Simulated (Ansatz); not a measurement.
Ansatz (a program for electronic structure) input (MP2/6-31G*):

Ansatz 0.2 input:
```yaml
crystal:
  periodic: [false, false, false]
  atoms:
    - {symbol: O, position_ang: [0.44187469, 1.33485861, 0.12974526]}
    - {symbol: C, position_ang: [-0.05433681, 0.28429606, 0.03240259]}
    - {symbol: N, position_ang: [1.01706973, -0.94595571, -0.13354246]}
    - {symbol: C, position_ang: [-1.45221658, -0.19963021, 0.02418072]}
    - {symbol: H, position_ang: [0.82672373, -1.72574334, 0.50046318]}
    - {symbol: H, position_ang: [-2.11892134, 0.65910120, 0.05169695]}
    - {symbol: H, position_ang: [-1.64770358, -0.79921607, -0.86796571]}
    - {symbol: H, position_ang: [-1.63131075, -0.83031322, 0.89974415]}
    - {symbol: H, position_ang: [1.94584384, -0.56465997, 0.06579244]}
    - {symbol: H, position_ang: [1.01020268, -1.30434259, -1.09239559]}
basis:
  gaussian:
    orbitals: 6-31G*
total_charge: 1
magnetization: {spin_polarized: false}
correlation: {method: mp2, electrons: outside_noble_gas}
```

Question: Predict the final energy.

Answer: -208.88995 Eh.
